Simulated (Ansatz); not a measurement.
Elastic constant C11 (GPa) of 20 transition metals, computed with PBE (plane waves, PAW; Ansatz, an electronic-structure program) and with PBEsol (Ansatz, PAW). The set holds measured phases with no doubt noted on the run or the magnetic state but for the caveats below. 6 more of the class have both values but aren't in it, for one of these reasons: built or high-temperature cells, doubts on the run or the magnetic state, unlike cells, values of zero, layered or molecular crystals. Solids without a value at one level (not run, failed, or a magnetic order lost), or held back for tests, aren't counted.

All rows, in order of the shift (worked out from unrounded values):

```
solid           PBE  PBEsol  shift (%)
-------------  ----  ------  ---------
hcp Y          77.0    77.5       +0.6
hcp Zr          143     147       +2.5
hcp Ti          176     184       +4.5
hcp Hf          180     190       +5.4
hcp Sc          101     107       +5.8
hcp Re          608     654       +7.4
hcp Os          731     792       +8.4
hcp Tc          489     533       +9.1
fcc Ir          584     646      +10.5
hcp Ru          567     628      +10.8
double-hcp La  49.6    56.2      +13.4
fcc Rh          412     471      +14.2
fcc Ni          283     326      +15.4
fcc Pt          306     357      +16.7
fcc Cu          178     211      +18.8
hcp Co          352     421      +19.6
bcc Fe          275     330      +19.8
fcc Pd          199     243        +22
fcc Au          157     196        +25
fcc Ag          111     145        +31
```

The shift from PBE to PBEsol has a median of +12.1 %, and eight in ten lie between +4.3 % and +22 %; PBEsol is the larger in 20 of 20. Each level is at its own cell, so the shift holds the change of volume too.

Ansatz's runs of these crystals have no spin polarisation, but for bcc Fe, hcp Co, fcc Ni.

Density-functional runs with spin start from parallel moments for bcc Fe, parallel moments for hcp Co, parallel moments for fcc Ni.

Spin–orbit coupling is left out, also for the solids with elements from indium on (fcc Pt, hcp Os, double-hcp La, fcc Ir, hcp Re, hcp Hf, fcc Au); its size isn't shown.

Each level is taken at its own relaxed cell. Ansatz's density-functional and Hartree–Fock values are scalar-relativistic unless marked +SOC, with PAW data made under PBE.
